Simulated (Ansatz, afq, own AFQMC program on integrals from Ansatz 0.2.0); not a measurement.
**CH4 + F, doublet: a scan with AFQMC**

```xyz
6

C    -1.2150    0.0000    0.0000
H    -1.5782    1.0273    0.0000
H    -1.5782   -0.5137    0.8897
H    -1.5782   -0.5137   -0.8897
H    -0.1254    0.0000    0.0000
F     1.0260    0.0000    0.0000
```

A hydrogen atom is moved from one rigid fragment to the other; the C1–H5 distance tells how far. The two fragments are held close together, so this isn't a minimum-energy path and the start is a compressed complex. Energies in mEh count from this geometry (1.090 Å) at the same level; the start stands on UHF, each point on the determinant named.

Basis cc-pVTZ. Noble-gas cores (and the filled d shells of Ga–Kr and In–Xe) are frozen. Integrals, coupled cluster, full CI and functionals: Ansatz 0.2.0; the random walks run on the same integrals in our own AFQMC program. The CISD trial takes its coefficients from CCSD amplitudes. Released means that phaseless walkers are propagated on without the constraint, phases kept. Uncertainties: one standard error, sampling alone.

| r(C1–H5) / Å | det. | T1 | weight | ⟨S²⟩ | CCSD | PBE | CCSD(T) |
| --- | --- | --- | --- | --- | --- | --- | --- |
| 1.161 | UHF | 0.013 | 0.88 | 0.78 | -7.3 | -6.1 | -7.5 |
| 1.197 | UHF | 0.012 | 0.89 | 0.77 | -10.5 | -7.8 | -10.7 |
| 1.233 | UHF | 0.012 | 0.89 | 0.77 | -13.3 | -8.6 | -13.4 |
| 1.269 | UHF | 0.012 | 0.89 | 0.77 | -15.3 | -8.3 | -15.2 |
| 1.341 | UHF | 0.011 | 0.89 | 0.76 | -15.0 | -3.0 | -14.3 |

**Question.** Estimate the curve of phaseless AFQMC with a CISD trial, counted from the same start.

**Answer.** 
```json
{"r(C1–H5) / Å": "1.161", "det.": "UHF", "T1": "0.013", "weight": "0.88", "⟨S²⟩": "0.78", "ph-AFQMC/CISD": "-7.4 ± 0.3", "released AFQMC": "–"}
{"r(C1–H5) / Å": "1.197", "det.": "UHF", "T1": "0.012", "weight": "0.89", "⟨S²⟩": "0.77", "ph-AFQMC/CISD": "-10.6 ± 0.3", "released AFQMC": "-11.0 ± 0.5"}
{"r(C1–H5) / Å": "1.233", "det.": "UHF", "T1": "0.012", "weight": "0.89", "⟨S²⟩": "0.77", "ph-AFQMC/CISD": "-13.3 ± 0.3", "released AFQMC": "-13.2 ± 0.4"}
{"r(C1–H5) / Å": "1.269", "det.": "UHF", "T1": "0.012", "weight": "0.89", "⟨S²⟩": "0.77", "ph-AFQMC/CISD": "-15.1 ± 0.3", "released AFQMC": "-15.8 ± 0.4"}
{"r(C1–H5) / Å": "1.341", "det.": "UHF", "T1": "0.011", "weight": "0.89", "⟨S²⟩": "0.76", "ph-AFQMC/CISD": "-14.6 ± 0.4", "released AFQMC": "-14.4 ± 0.5"}
```

Weight is that of the determinant in the CISD state; at the start T1 is 0.020 and the weight 0.88, and ⟨S²⟩ is 0.78. A dash marks a missing value, a released energy that hasn't settled or a functional that sits on another state. Largest departures from phaseless AFQMC with a CISD trial: CCSD(T) 0.3 mEh at 1.341 (on UHF) (within the noise), released AFQMC -0.7 mEh at 1.269 (on UHF) (within the noise), CCSD -0.4 mEh at 1.341 (on UHF) (within the noise), PBE 11.6 mEh at 1.341. The walk's constraint bias lies outside its error bars, so these are departures and not errors. Functionals count only at points shown to share the start's state and spin.

A walk keeps the symmetry of its determinant, which the program's search chose and which needn't be the lowest solution, so a lower state of the same spin and another symmetry isn't excluded. Released energies are given only where the last usable release times agree within the noise; a slower fall can still hide under it.
